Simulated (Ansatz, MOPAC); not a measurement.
Lattice constant a of zinc-blende CuI: levels of theory against measurement

Reference value: 6.053 ± 0.003 Å (measured, temperature not stated, not corrected to a static lattice, our sources range from 6.044 to 6.054; as tabulated in arXiv:2305.18931).

Question: Put these levels in order of the lattice constant a that they give for zinc-blende CuI, smallest first: LC-ωPBE (Ansatz, a first-principles code), PBE (Ansatz), PM7 semi-empirical Hartree-Fock (MOPAC).

Answer: LC-ωPBE (5.993 Å), PBE (6.079 Å), PM7 semi-empirical Hartree-Fock (MOPAC) (6.273 Å)

Differences against the reference: PM7 semi-empirical Hartree-Fock (MOPAC) +3.63 %, PBE +0.43 %, LC-ωPBE -0.99 %.

The measured value isn't corrected to a static lattice, so vibrations enter the comparison. A static lattice is as a rule a little smaller than the measured one.  PM7 semi-empirical Hartree-Fock (MOPAC): the method was fitted mainly to molecules. PM7 semi-empirical Hartree-Fock (MOPAC): the run uses a supercell at the zone centre in place of a k mesh. Cutoffs and k meshes differ between the levels. Ansatz's density-functional and Hartree–Fock values are scalar-relativistic unless marked +SOC, with PAW data made under PBE.

Differences are worked out from the printed values.
